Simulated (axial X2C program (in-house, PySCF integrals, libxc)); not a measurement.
## P₂: computed against measured constants

Computed with an axial X2C code built on PySCF integrals. Spin-free means the one-electron spin-free X2C Hamiltonian; two-component (2c) means X2C with spin–orbit coupling and atomic mean-field two-electron Coulomb and Gaunt terms, so the difference of the two also holds small scalar two-electron terms. Basis: P dyall-v3z [8s7p2d1f] (cores contracted in-house); Gaussian nuclei, density fitting, unrestricted open shells. Masses: P 30.974 u.

| Hamiltonian | level | Re (Å) | ωe (cm⁻¹) | ωexe (cm⁻¹) | De (eV) |
| --- | --- | --- | --- | --- | --- |
| spin-free | PBE0 | 1.888 | 826.3 | 2.29 | 4.72 |
| spin-free | HF | 1.857 | 908.5 | 2.06 | 1.55 |
| spin-free | MP2 | 1.926 | 726.9 | 3.74 | 4.64 |
| spin-free | CCSD | 1.900 | 806.5 | 2.5 | 4.14 |
| spin-free | CCSD(T) | 1.916 | 769.8 | 2.75 | 4.52 |
| spin-free | TPSS | 1.905 | 787.4 | 2.42 | 4.94 |
| 2c | PBE0 | 1.889 | 826.0 | 2.29 | 4.71 |
| 2c | HF | 1.857 | 908.2 | 2.06 | 1.55 |
| 2c | CCSD | 1.900 | 806.5 | 2.5 | 4.14 |
| 2c | CCSD(T) | 1.916 | 769.6 | 2.75 | 4.52 |
| 2c | TPSS | 1.906 | 787.2 | 2.42 | 4.93 |

De refers to P + P.

Correlated methods: 10 electrons correlated (number of frozen shells: P 2 s, 1 p), 138 virtual spin orbitals or spinors in MP2, 90 natural virtuals in coupled cluster.

Measured (Huber and Herzberg, Constants of Diatomic Molecules, 1979; state 1Σg+): Re (Å) 1.8934, ωe (cm⁻¹) 780.77, ωexe (cm⁻¹) 2.835.

Q: Work out the error of each level, computed minus measured.

A: 

```
Hamiltonian    level  Re (Å)  ωe (cm⁻¹)  ωexe (cm⁻¹)
  spin-free     PBE0  -0.005       45.5        -0.54
  spin-free       HF  -0.036      127.7        -0.77
  spin-free      MP2   0.033      -53.9         0.91
  spin-free     CCSD   0.007       25.7        -0.33
  spin-free  CCSD(T)   0.023      -11.0        -0.08
  spin-free     TPSS   0.012        6.6        -0.42
         2c     PBE0  -0.004       45.2        -0.54
         2c       HF  -0.036      127.4        -0.77
         2c     CCSD   0.007       25.7        -0.33
         2c  CCSD(T)   0.023      -11.2        -0.08
         2c     TPSS   0.013        6.4        -0.42
```

The state is a single determinant with fixed occupations, the lowest that a limited PBE0 search found. Closed shells are restricted here (equal orbitals for both partners); the stretched side of such a curve lies too high. Dissociation energies refer to the lowest single-determinant-based atoms at the same level and basis. CCSD and (T) use frozen natural virtuals with an MP2 correction for the truncation; (T) itself is uncorrected, so its De runs slightly low.
